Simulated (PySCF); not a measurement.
CS, SMILES [C-]#[S+]. Atoms are numbered in the order given.

```xyz
2

C      0.0000     0.0000    -1.1122
S      0.0000     0.0000     0.4171
```
Charge 0, spin multiplicity 1.

Coordinates come from a PBE0-D3(BJ)/def2-TZVPD optimisation.

These are B3LYP/pcSseg-2 run with PySCF values and carry that method's errors.

GIAO shieldings, no solvent; atoms alike by connectivity are averaged. δ = σ(ref) − σ: ¹³C against TMS (σ = 181.3 ppm); ³³S against H2S (σ = 688.9 ppm), references at their B3LYP-D3(BJ)/def2-TZVP geometries, non-relativistic.

Computed chemical shifts:
```
nucleus  atoms  count  δ (ppm)
-------  -----  -----  -------
¹³C         C1      1    469.2
³³S         S2      1    765.8
```
